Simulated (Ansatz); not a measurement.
## Si2H5 (SMILES [SiH2][SiH3]): the energy, rung by rung

Si2H5: 7 atoms, total charge 0, spin state doublet. SMILES: `[SiH2][SiH3]`. Geometry: relaxed at PBE0-D4/def2-TZVP.

```xyz
7

Si   -0.2096   -1.3612   -0.1911
Si    0.3579    0.8892   -0.0620
H    -0.0026   -2.1239    1.0703
H    -1.5736   -1.6246   -0.7256
H     0.2100    1.5028   -1.4080
H    -0.4958    1.6431    0.8986
H     1.7749    1.0068    0.3722
```

Quantity: the energy change with the Si1–H4 bond stretched from 1.488 to 2.977 Å, in eV. The values are calculated.

```csv
level,kind,program,value (eV),less FCI/STO-3G,CPU time (all runs)
UBLYP/STO-3G,GGA,Ansatz,4.45,+0.11,5.9 s
U-r2SCAN/STO-3G,meta-GGA,Ansatz,4.66,+0.32,18 s
UPBE0/STO-3G,global hybrid,Ansatz,4.65,+0.31,9.3 s
UHSE06/STO-3G,range-separated hybrid,Ansatz,4.65,+0.31,8.9 s
UB2PLYP/STO-3G,double hybrid,Ansatz,4.52,+0.18,11 s
UCCSDT(Q)/STO-3G,coupled cluster or CI,Ansatz,4.34,0.00,3.3 s
UCCSDT/STO-3G,coupled cluster or CI,Ansatz,4.34,0.00,2.8 s
FCI/STO-3G,exact in the basis,Ansatz,4.34,0.00,72 s
```

FCI/STO-3G is exact within its basis and frozen core, so for wave-function methods in that basis the difference is their error; functionals converge differently with the basis, so for them it is only a difference. The first shape isn't each level's own minimum. The values span 4.34 to 4.66 eV. Spin contamination of the reference (⟨S²⟩ at least 0.1 too high) touches UBLYP/STO-3G, U-r2SCAN/STO-3G, UPBE0/STO-3G, UHSE06/STO-3G, UB2PLYP/STO-3G, UCCSDT(Q)/STO-3G, UCCSDT/STO-3G. All rows use very small basis sets, so none should be taken for the real molecule's value. Times are those of the runs behind each value, whatever else they computed, on shared processors of several kinds: orders of magnitude only.
